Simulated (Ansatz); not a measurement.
Calculation: Ansatz (a program for electronic structure) with frozen-core CCSD(T)/cc-pVTZ // PBE0-D3(BJ)/def2-SVP.

Ansatz 0.2 input:
```yaml
crystal:
  periodic: [false, false, false]
  atoms:
    - { symbol: C, position_ang: [-0.486747, -0.00288, -0.000672] }
    - { symbol: C, position_ang: [0.966082, 0.005715, 0.001336] }
    - { symbol: N, position_ang: [2.122869, 0.012557, 0.002933] }
    - { symbol: H, position_ang: [-0.862755, -0.592078, -0.849297] }
    - { symbol: H, position_ang: [-0.866082, -0.446123, 0.931176] }
    - { symbol: H, position_ang: [-0.873366, 1.022809, -0.085476] }
basis:
  gaussian: { orbitals: cc-pVTZ }
correlation:
  method: ccsd_t
```

Output:

```
Functional definition: HF
754 factors; integrals over basis functions are off by at most 1.2e-3 eV
mean field evaluation 1: about -3588.5303 eV, gradient 3.1e1 eV
mean field evaluation 2: about -3588.5334 eV, gradient 3.1e1 eV
mean field evaluation 4: about -3591.0801 eV, gradient 4.3e0 eV
mean field evaluation 8: about -3591.1498 eV, gradient 3.0e-4 eV
mean field evaluation 16: about -3591.1463 eV, gradient 2.9e-1 eV
mean field -3591.14976986 eV, -131.9723198735 hartree, gradient 2.3e-6 eV, S^2 0.000000; 0 other end points of the search recorded, 0 dependent functions left out
3 core orbitals not correlated
reference -3591.14976986 eV, -131.9723198735 hartree; 8, 8 occupied and 121, 121 virtual orbitals, 754 factors
second order -14.04106787 eV of doubles, -0.00000000 eV of singles
cycle   1  -13.90312907 eV  change    1.4e-1 eV  update   9.2e-2
cycle   2  -14.33150178 eV  change   -4.3e-1 eV  update   2.8e-2
cycle   3  -14.42213859 eV  change   -9.1e-2 eV  update   1.2e-2
cycle   4  -14.42096515 eV  change    1.2e-3 eV  update   3.1e-3
cycle   5  -14.42381936 eV  change   -2.9e-3 eV  update   1.3e-3
cycle   6  -14.42424367 eV  change   -4.2e-4 eV  update   2.9e-4
cycle   7  -14.42430449 eV  change   -6.1e-5 eV  update   7.8e-5
cycle   8  -14.42434697 eV  change   -4.2e-5 eV  update   2.0e-5
cycle   9  -14.42435224 eV  change   -5.3e-6 eV  update   6.1e-6
perturbative correction -0.68367683 eV, -0.0251246602 hartree
Total energy: -3606.25779893 eV, -132.5275297015 hartree
```

Cost: about 13 core-seconds (a rough figure).
